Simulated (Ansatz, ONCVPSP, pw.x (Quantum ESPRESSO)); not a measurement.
**O: one change to the ONCV potential, in the atom and in the fcc crystal**

O, optimised norm-conserving Vanderbilt (ONCV), made with ONCVPSP 4.0.1.1 (patched build) (LDA (Perdew-Wang 92), scalar-relativistic). Core [He], reference 2s1 2p5. Waves: 2s: rc 0.65 bohr, ncon 3, nbas 7, qcut 9.7 1/bohr, 1 projector; 2p: rc 1.70 bohr, ncon 4, nbas 8, qcut 7.1 1/bohr, 2 projectors, debl 0.7 Ha; d scattering state at 0.27 Ha: rc 1.60 bohr, ncon 3, nbas 6, qcut 6.3 1/bohr, 1 projector. Local part: polynomial inside 0.60 bohr (lpopt 4, dvloc0 0 Ha). Core correction: Teter function, fcfact 4.25, rcfact 1.1.

Change: s: qcut 13.2; p: qcut 9.7; d: qcut 8.6.

Cutoffs, loose and tight: the cutoffs (Ha) at which the residual kinetic energy of the hardest occupied pseudo-wave falls to 1 and 0.1 mHa per electron. They do not see the model core or the augmentation charge, which bear on the density cutoff. Test errors are all-electron minus pseudo excitation energies from the reference, over the configurations 2s2 2p4; 2s2 2p3; 2s2 2p2; 2s2 2p1; variants that change the core or the reference have their own tests.

Crystal test: fcc O in pw.x 7.5, no spin, 18³ k-points, Fermi–Dirac smearing 0.01 Ry, cutoffs set for each file from its atomic test. The reference is all-electron LAPW (Ansatz 0.2.0) with the same functional, mesh and smearing; V0 and B0 come from Birch–Murnaghan fits to the pressures at five volumes. Errors are pseudo minus all-electron; Δ is the rms difference of the E(V) curves that follow from these fits, minima aligned, over ±6 % about the mean V0. Mesh and smearing are coarse, so the numbers serve the comparison and aren't converged zero-temperature values; the lattice is a test structure that the element need not adopt. Spin polarisation is left out.

All-electron: a0 = 3.070 Å (V0 = 7.23 Å³/atom), B0 = 194.3 GPa.

Problem. Does the change bring the crystal closer to the all-electron result?

Solution. The mean pressure error goes from +2.09 to +1.14 GPa, so the change moves the solid closer to the all-electron pressures. At 80 % of its cutoff the pressure of the changed file moves by -1.37 GPa.

```csv
quantity,base,changed
outcome (atom),generated,generated
"cutoff, loose (atom)",41 Ha,42 Ha
"cutoff, tight (atom)",72 Ha,54 Ha
bound ghosts (atom),none,none
largest test error (meV) (atom),+2528,+1554
cutoffs in pw.x (Ry),170/680,125/500
a0 (Å),3.080,3.076
a0 error (%),+0.35,+0.19
B0 error (%),-1.4,-0.7
Δ (meV/atom),3.2,1.8
mean pressure error (GPa),+2.09,+1.14
```
